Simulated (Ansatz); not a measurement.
# How far each method lies from RCCSDT(Q) for SiH$_{4}$, singlet

Geometry: MP2(full)/6-31G*, from the G2/97 set.

```yaml
atoms:
  - { symbol: Si, position_ang: [0.0000, 0.0000, 0.0000] }
  - { symbol: H, position_ang: [0.8561, 0.8561, 0.8561] }
  - { symbol: H, position_ang: [-0.8561, -0.8561, 0.8561] }
  - { symbol: H, position_ang: [-0.8561, 0.8561, -0.8561] }
  - { symbol: H, position_ang: [0.8561, -0.8561, -0.8561] }
```

Basis cc-pV(T+d)Z; Ansatz 0.2.0. Only valence electrons are correlated (noble-gas cores frozen), which leaves 8 electrons in 90 orbitals. Prefix R: restricted or restricted open-shell reference. Active spaces: valence = (8e, 8o) chosen from the atoms' valence shells.

Full CI isn't at hand for all of this; RCCSDT(Q) serves as the reference, and is uncertain by about the last step of the cluster series.

The UHF ⟨S²⟩ is 0.000 and the T1 diagnostic (RCCSD) is 0.0108. The largest doubles amplitude (RCCSD) is 0.028.

```tsv
level	E − E(RHF) (eV)
RMP2	-3.8914
RCCSD	-4.7017
RCCSD(T)	-4.8053
```

Q: Estimate how far RCCSDT(Q) in cc-pV(T+d)Z lies from RCCSD(T). The table doesn't fix it; the size of (T) and the diagnostics are the guide.

A: RCCSDT(Q) in cc-pV(T+d)Z lies 0.52 kcal/mol below RCCSD(T), which is 22 % of the (T) step (-2.39 kcal/mol). The diagnostics are small and one determinant leads, so the series closes fast and only a small part of (T) is left.

The other levels:

```tsv
level	E − E(RCCSDT(Q)) (kcal/mol)	share of correlation (%)	wall time
CISD	8.51	92.36	7 s
BCCD(T)	0.51	99.55	2.4 s
RCCSDT	0.06	99.95	–
CASSCF (valence space)	76.52	31.27	–
NEVPT2 (valence space)	24.33	78.15	5.5 s
MRCISD (valence space)	4.67	95.80	–
MRCISD+Q (valence space)	0.68	99.39	9.6 s (H100)
```

The correlation energy at RCCSDT(Q), counted from RHF, is -4.828 eV. That run took 10 s on 2 threads of AMD EPYC 7R13 with a shared H100 80 GB, shared host.

Times hold each run's SCF and search for its determinant on a shared host, so for small cases they say little of a method's own cost; rows without a card ran on 1 thread of AMD EPYC 7R13.

Natural occupations of CASSCF (valence space) about the gap: 1.987 1.979 1.979 1.979 0.028 0.016 0.016 0.016; effectively unpaired electrons, Σ n²(2−n)², 0.01.

Atomization energy (electronic, same basis, no zero-point term; atoms at the same level, unrestricted beside the R rows where the molecule is a closed shell, with restricted open-shell steps beyond CCSDT(Q)) at RCCSDT(Q): 1332.3 kJ/mol. Errors of other levels:

```json
{"level": "RHF", "error (kJ/mol)": "-261.6"}
{"level": "RMP2", "error (kJ/mol)": "-33.5"}
{"level": "CISD", "error (kJ/mol)": "-26.7"}
{"level": "RCCSD", "error (kJ/mol)": "-3.5"}
{"level": "RCCSD(T)", "error (kJ/mol)": "0.0"}
{"level": "BCCD(T)", "error (kJ/mol)": "0.2"}
{"level": "RCCSDT", "error (kJ/mol)": "-0.1"}
{"level": "CASSCF (valence space)", "error (kJ/mol)": "-139.5"}
{"level": "NEVPT2 (valence space)", "error (kJ/mol)": "-58.1"}
{"level": "MRCISD (valence space)", "error (kJ/mol)": "-11.4"}
{"level": "MRCISD+Q (valence space)", "error (kJ/mol)": "-5.1"}
```

This basis is far from its limit, so the value isn't to be set against a measured one. Truncated CI isn't size-consistent, which counts against it in atomization.
